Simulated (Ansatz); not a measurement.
Start from `[SiH3]S` and change one atom or group to get `N[SiH2]S`.

Ansatz, PBE0-D4/def2-TZVP geometries, multiplicity 1. Each molecule was computed in one conformer, which needn't be the lowest.

| property | `[SiH3]S` |
| --- | --- |
| size of the dipole moment (B3LYP/def2-TZVPP) / D | 0.99 |
| size of the dipole moment (ωB97M-V/def2-TZVPP) / D | 0.99 |
| HOMO energy (PBE0/def2-TZVPP) / eV | -7.52 |
| LUMO energy (ωB97M-V/def2-TZVPP) / eV | 1.76 |
| LUMO energy (PBE0/def2-TZVPP) / eV | 0.09 |
| zero-point energy (PBE0-D4/def2-TZVP) / kJ/mol | 89.2 |

(1) What does the change do to each property? (An estimate is asked.)

Answers

(1) The calculation gave: 
| property | `N[SiH2]S` | shift |
| --- | --- | --- |
| size of the dipole moment (B3LYP/def2-TZVPP) / D | 1.13 | 0.14 |
| size of the dipole moment (ωB97M-V/def2-TZVPP) / D | 1.14 | 0.15 |
| HOMO energy (PBE0/def2-TZVPP) / eV | -7.19 | 0.33 |
| LUMO energy (ωB97M-V/def2-TZVPP) / eV | 1.90 | 0.14 |
| LUMO energy (PBE0/def2-TZVPP) / eV | 0.28 | 0.19 |
| zero-point energy (PBE0-D4/def2-TZVP) / kJ/mol | 137.8 | 48.6 |

With PBE0 the HOMO rises by 0.33 eV and the LUMO rises by 0.19 eV, so the gap narrows by about 0.14 eV. PBE moves the HOMO by 0.35 eV and ωB97M-V by 0.31 eV. The zero-point energy changes by 48.6 kJ/mol with +6 modes. Dipoles are sizes alone; their direction can turn.

B3LYP here is the variant with VWN-RPA as its local correlation; programs differ in this.
